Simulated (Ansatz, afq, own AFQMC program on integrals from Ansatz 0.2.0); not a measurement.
# Atomization energy of C2, triplet

```xyz
2

C     0.0000    0.0000    0.0000
C     0.0000    0.0000    1.3014
```

Atoms in their ground-state spins without spin–orbit coupling (mostly on UHF) minus the molecule (UHF), without zero-point energy. The geometry is a stationary point, not shown to be a minimum.

Basis 6-31G. Noble-gas cores (and the filled d shells of Ga–Kr and In–Xe) are frozen. AFQMC by an in-house program on the Cholesky factors that Ansatz 0.2.0 writes for its CCSD(T) run. ph-AFQMC/CISD is guided by a CISD state made of CCSD amplitudes; releasing the constraint for a short imaginary time cuts its bias at the price of noise, slowly where states lie close. Uncertainties: one standard error, sampling alone. The errors of all members are added in quadrature.

Full CI on the same integrals is exact in this basis and with this determinant's frozen core.

Errors are counted within 6-31G, not against nature.

Cautions: C₂ (triplet): lower spins were not checked, an unrestricted solution with more broken spin lies lower, CCSD(T) is in doubt: in a space of 8 electrons in 9 natural orbitals full CI lies 81 meV below it, the CCSDT(Q) amplitudes may be one of several solutions (largest double 0.16), the CCSDTQ amplitudes may be one of several solutions (largest double 0.17), the released energies are still falling, so no released level is given (meV from the phaseless value at times in 1/Eh: -17 ± 3 at 0.24, -31 ± 6 at 0.51, -44 ± 3 at 0.99, -57.0 ± 2.4 at 1.62, -207 ± 136 at 2.40), its ph-AFQMC/CISD value lies 80 ± 4 meV above full CI.

Reference (full CI): 5.231 eV.

```tsv
level	atomization energy (eV)	error against FCI (eV)
HF	2.252	-2.979
MP2	5.314	0.083
CCSD	4.961	-0.270
CCSD(T)	5.159	-0.072
CCSDT	5.175	-0.056
CCSDT(Q)	5.223	-0.008
ph-AFQMC/HF	4.858 ± 0.027	-0.373 ± 0.027
ph-AFQMC/CISD	5.155 ± 0.005	-0.076 ± 0.005
```

Correlation beyond CCSD(T) adds 0.072 eV. The perturbative (T) step is worth +0.198 eV. Where the cautions show a poor determinant, the low rows tell how each method copes with it, not its usual error.

CCSDT and higher add their correlation energy to the determinant of the CCSD(T) run, since their own runs factorise the integrals more tightly (a shift of under 2 meV). A walk keeps the symmetry of its determinant, which the program's search chose and which needn't be the lowest solution, so a lower state of the same spin and another symmetry isn't excluded.
